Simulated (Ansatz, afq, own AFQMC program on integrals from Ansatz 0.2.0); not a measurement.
# H$_{2}$O⁻, doublet in aug-cc-pVDZ, levels against CCSDT(Q)

```xyz
3

O     0.0000   -0.0814   -0.0151
H     0.0000    0.7562    1.0128
H     0.0000    0.5360   -0.7727
```

Basis aug-cc-pVDZ. Only valence electrons are correlated. Ansatz 0.2.0 and our own AFQMC program on the same integrals; the CISD trial comes from CCSD amplitudes, and released means the phaseless constraint is let go. ± is one standard error of the sampling.

Determinant: UHF, the one that the program's search chose, which needn't be the lowest solution. The geometry is a point of a scan.

No full CI on the walks' own integrals is used here; CCSDT(Q) serves as the reference and is uncertain by about the last step of the cluster series.

```
T1 diagnostic                               : 0.0322
weight of the determinant in the CISD state : 0.900
⟨S²⟩ of the determinant                     : 0.754
size of the correlated space                : 9 electrons in 40 orbitals
```

```
  level  correlation energy (eV)
    MP2                  -6.6999
   CCSD                  -6.8749
CCSD(T)                  -7.1050
```

Task: Estimate where phaseless AFQMC with a CISD trial lies against CCSD(T) on the same integrals.

Result: 24.9 ± 19.3 meV below CCSD(T). The gap is under twice the noise, so this walk alone can't tell the two apart.

Reference: CCSDT(Q), correlation energy -7.143 eV. The released energy is read at 2.40 1/Eh (meV from the phaseless value at times in 1/Eh: 7 ± 18 at 0.24, -17 ± 16 at 0.51, -27 ± 17 at 0.99, -13 ± 19 at 1.62, 12 ± 26 at 2.40).

| level | E − E(reference) (meV) | share of correlation (%) |
| --- | --- | --- |
| CCSD(T) | 38.5 | 99.46 |
| CCSDT | 26.5 | 99.63 |
| ph-AFQMC/HF | -12.2 ± 74.5 | 100.17 |
| ph-AFQMC/CISD | 13.6 ± 19.3 | 99.81 |
| released AFQMC | 25.5 ± 25.6 | 99.64 |

A walk keeps the symmetry of its determinant, which the program's search chose and which needn't be the lowest solution, so a lower state of the same spin and another symmetry isn't excluded. Released energies are given only where the last usable release times agree within the noise; a slower fall can still hide under it.
